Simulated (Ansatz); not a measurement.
## Pulling the pair apart

The pair of OH⁻ (SMILES [OH-], atoms 1–2) and SiH3Cl (SMILES [SiH3]Cl, atoms 3–7), both closed shells, in one local arrangement (a lower one may exist), relaxed at PBE0-D4/def2-TZVPD:

```
atom    x (Å)    y (Å)    z (Å)
  O1   0.3576  -0.7974  -1.0621
  H2  -0.2046  -0.5622  -1.8042
 Si3  -0.1188   0.2049   0.2108
 Cl4   1.6011  -0.9298   1.4979
  H5   0.6372   1.4498   0.5405
  H6  -1.0513  -0.2805   1.2712
  H7  -1.2211   0.9153  -0.6541
```

SiH3Cl is shifted rigidly along the line between the mean atom positions of the two fragments (negative: closer). Counterpoise interaction energies in kJ/mol. Ansatz 0.2.0; basis: def2-TZVPPD; cores frozen in the correlated methods.

```json
{"shift (Å)": "-0.17", "wB97M-V": "-514.0", "r2SCAN-D4": "-512.9", "MP2": "-497.9"}
{"shift (Å)": "-0.08", "wB97M-V": "-549.4", "r2SCAN-D4": "-547.9", "MP2": "-535.7"}
{"shift (Å)": "0.00", "wB97M-V": "-559.7", "r2SCAN-D4": "-558.0", "MP2": "-547.7"}
{"shift (Å)": "0.08", "wB97M-V": "-553.2", "r2SCAN-D4": "-551.6", "MP2": "-542.6"}
{"shift (Å)": "0.20", "wB97M-V": "-526.8", "r2SCAN-D4": "-526.0", "MP2": "-517.6"}
{"shift (Å)": "0.42", "wB97M-V": "-454.3", "r2SCAN-D4": "-456.2", "MP2": "-447.0"}
{"shift (Å)": "0.84", "wB97M-V": "-314.0", "r2SCAN-D4": "-324.5", "MP2": "-308.9"}
```

1 of 8 computed shifts are left out: there CCSD(T) failed or its T1 diagnostic passed 0.035.

(1) What does CCSD(T) give at these shifts? (An estimate is asked for; the value comes from the calculation.)

T1 diagnostic: at most 0.019.

Answers

(1) The calculation gives: -492.7, -530.3, -542.2, -537.0, -511.9, -441.1, -304.3 kJ/mol. For zero shift, CCSD(T) at an estimated basis limit (MP2 extrapolated from triple and quadruple zeta, plus CCSD(T) − MP2 in triple zeta) gives -558.2 kJ/mol. These are counterpoise interaction energies, counted from the two frozen fragments.

For scale, one of the runs: CCSD(T)/def2-TZVPPD, 207 basis functions (an equivalent command: `ansatz run in.yaml --threads 2`). Hardware: 2 CPU threads, shared host. Wall time 57 s; peak host memory 2.6 GiB.
